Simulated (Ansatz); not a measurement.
# USVWN5/def2-TZVPPD run of AlO (oxoaluminum)

Aim: the vertical ionisation energy of AlO (oxoaluminum) at USVWN5/def2-TZVPPD, from 2 runs. 

The calculation is run with Ansatz 0.2.0.

36 further runs of the same task are left out: 36 set aside as unsound or not needed.

### Step 1. The structure to begin with

AlO has 2 atoms, charge 0, and is taken as a doublet. As SMILES, `[O]=[Al]`. The shape is that of a PBE0-D4/def2-TZVP optimisation.

Bond lengths: O1–Al2 1.620 Å.

### Step 2. The energy at USVWN5/def2-TZVPPD

Contents of job.yaml:

```yaml
crystal:
  periodic: [false, false, false]
  atoms:
    - {symbol: O, position_ang: [0.000000, -0.000000, -0.024920]}
    - {symbol: Al, position_ang: [-0.000000, 0.000000, 1.594970]}
basis:
  gaussian:
    orbitals: def2-TZVPPD.json
magnetization:
  spin_polarized: true
  initial_magnetization: 1
hamiltonian:
  xc: {name: SVWN5}
accuracy: high
output:
  orbitals: {seedname: orbitals}
```

The basis set def2-TZVPPD is read from a file made from the Basis Set Exchange's data (not shown).

On the command line:

```console
$ ansatz run job.yaml --threads 1 --pin off --max-ram 3480MiB --events-out events.jsonl --progress --plain --runs-dir runs
```

Log:

```text
Warning: RAYON_NUM_THREADS=1 ignored (pool sized by the plan → 1); use --threads N
Functional definition: SVWN5
  name "SVWN5"
  exchange = slater_x
  correlation = vwn5_c
1150 factors; integrals over basis functions are off by at most 3.3e-9 eV
mean field evaluation 1: about -8586.3074 eV, gradient 6.0e1 eV
mean field evaluation 2: about -8359.3310 eV, gradient 1.4e2 eV
mean field evaluation 4: about -8597.8957 eV, gradient 2.5e1 eV
mean field evaluation 8: about -8601.0297 eV, gradient 3.3e-1 eV
mean field evaluation 16: about -8601.0279 eV, gradient 7.2e-5 eV
mean field evaluation 32: about -8599.6769 eV, gradient 2.1e0 eV
mean field -8601.02785973 eV, -316.0819438589 hartree, gradient 2.1e-8 eV, S^2 0.752306; 5 other end points of the search recorded, 0 dependent functions left out
reference -8601.02786226 eV, -316.0819439521 hartree; 11, 10 occupied and 77, 78 virtual orbitals, 1150 factors
Total energy: -8601.02786226 eV, -316.0819439521 hartree
```

Wall time 3.6 s (1 thread of Arm Neoverse V1, shared host); peak memory 0.17 GiB.

### Step 3. The singlet cation

Contents of input.yaml:

```yaml
crystal:
  periodic: [false, false, false]
  atoms:
    - {symbol: O, position_ang: [0.000000, -0.000000, -0.024920]}
    - {symbol: Al, position_ang: [-0.000000, 0.000000, 1.594970]}
basis:
  gaussian:
    orbitals: def2-TZVPPD.json
total_charge: 1
hamiltonian:
  xc: {name: SVWN5}
accuracy: high
output: {orbitals: {seedname: orbitals}}
```

The basis set def2-TZVPPD is read from a file made from the Basis Set Exchange's data (not shown).

On the command line:

```console
$ ansatz run input.yaml --threads 1 --pin off --max-ram 3480MiB --events-out events.jsonl --progress --plain --runs-dir runs
```

Log:

```text
Warning: RAYON_NUM_THREADS=1 ignored (pool sized by the plan → 1); use --threads N
[... 4 set-up lines as earlier in the session ...]
1150 factors; integrals over basis functions are off by at most 3.3e-9 eV
mean field evaluation 1: about -8550.2624 eV, gradient 1.5e2 eV
mean field evaluation 2: about -8268.1464 eV, gradient 2.3e2 eV
mean field evaluation 4: about -8588.7665 eV, gradient 3.1e1 eV
mean field evaluation 8: about -8590.7746 eV, gradient 5.6e-1 eV
mean field evaluation 16: about -8590.7728 eV, gradient 3.8e-4 eV
mean field evaluation 32: about -8583.4863 eV, gradient 3.0e-3 eV
mean field -8590.77280217 eV, -315.7050774450 hartree, gradient 4.4e-9 eV, S^2 0.000000; 3 other end points of the search recorded, 0 dependent functions left out
reference -8590.77280537 eV, -315.7050775623 hartree; 10, 10 occupied and 78, 78 virtual orbitals, 1150 factors
Total energy: -8590.77280537 eV, -315.7050775623 hartree
```

Run time: 2.6 s. Hardware: 1 thread of Arm Neoverse V1, shared host; peak memory 0.14 GiB.

### Step 4. What came out

At USVWN5/def2-TZVPPD:

```
                                          quantity          value
                         doublet AlO: total energy  -316.08194 Eh
   doublet AlO: HOMO energy (highest over α and β)       -6.64 eV
    doublet AlO: LUMO energy (lowest over α and β)       -5.60 eV
                                 doublet AlO: ⟨S²⟩          0.752
                      singlet cation: total energy  -315.70508 Eh
                       singlet cation: HOMO energy      -14.18 eV
                       singlet cation: LUMO energy      -13.89 eV
                     singlet cation: HOMO–LUMO gap        0.29 eV
vertical ionisation energy (to the singlet cation)      10.255 eV
```

What this shows: Removing an electron at fixed nuclei costs 10.26 eV (236 kcal/mol). Only the singlet of the ionised species was computed; a triplet could lie lower.
